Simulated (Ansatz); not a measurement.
Relaxation of CH$_{4}$O (6 atoms, charge 0, multiplicity 1), to a largest force component of 0.02 eV/Å in at most 40 steps.

Level of theory: UKS r2SCAN-D4/def2-SVP (Ansatz 0.2.0).

```xyz
6
Properties=species:S:1:pos:R:3
C -0.090 -0.211 -0.282
O -0.165 0.313 1.021
H -0.868 -0.969 -0.355
H 0.881 -0.680 -0.474
H -0.271 0.558 -1.040
H 0.513 0.988 1.129
```

Problem. Where does it end, and by what steps?

Solution. The run converged. After 3 steps the energy has fallen by 0.017 eV; O2 moved furthest, 0.02 Å.

```tsv
step	energy less start (eV)	largest force component (eV/Å)	accepted
0	0.0000	0.633	yes
1	-0.0153	0.292	yes
2	-0.0172	0.056	yes
3	-0.0173	0.014	yes
```

```xyz
6
Properties=species:S:1:pos:R:3
C -0.088 -0.203 -0.266
O -0.169 0.316 1.039
H -0.868 -0.973 -0.364
H 0.885 -0.688 -0.485
H -0.273 0.557 -1.052
H 0.515 0.991 1.128
```

Whether the end is a true minimum wasn't checked by a vibrational analysis.

The run took 8.9 s on 1 thread of Arm Neoverse V2, with other jobs on the host, peak memory 0.14 GiB.
